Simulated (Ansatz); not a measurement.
Ideal-gas functions of C$_{2}$H$_{3}$FN$_{2}$, SMILES `NC1(F)C=N1` at 800 K and 1 bar, from an Ansatz frequency run at PBE0-D4/def2-TZVP.

Molar mass 74.06 g/mol, point group C1 (symmetry number 1), electronic degeneracy 1, moments of inertia 59.657, 83.295, 116.787 u Å². Harmonic wavenumbers (cm⁻¹, unscaled): 183, 416, 432, 489, 521, 763, 833, 837, 879, 1051, 1155, 1294, 1509, 1641, 1713, 3196, 3541, 3643.

Use S(trans) = R[1.5 ln M + 2.5 ln T − 1.1517]; rotational temperatures θ = 24.2544 K / I; S(rot) = R[ln(√π/σ · √(T³/θAθBθC)) + 1.5]; for each mode x = 1.438777 ν̃/T, S = R[x/(eˣ − 1) − ln(1 − e⁻ˣ)] and H = RT x/(eˣ − 1); 1 cm⁻¹ = 0.0119627 kJ/mol; R = 8.31446 J/(mol·K).

Task: By hand: the entropy, in J/(mol·K).

Result: Translation 183.1. Rotation: θ = 0.4066, 0.2912, 0.2077 K, giving 116.0. Vibration, mode by mode: 17.59, 10.92, 10.62, 9.65, 9.15, 6.31, 5.69, 5.66, 5.32, 4.16, 3.59, 2.95, 2.17, 1.80, 1.62, 0.18, 0.11, 0.09, in all 97.6. Electronic 0.0. Sum 396.7 J/(mol·K).

Task: By hand: H − E and G − E in kJ/mol, counted from the electronic energy.

Result: Zero-point energy ½ × 24096 × 0.0119627 = 144.1; thermal vibration 43.7; translation, rotation and pV give 4 RT = 26.6. H − E = 214.4 kJ/mol, and G − E = 214.4 − 800 × 396.7/1000 = -103.0 kJ/mol.

Vibration gives 25 % of the entropy. The sum counts one conformer and one mirror image; others add a mixing term.
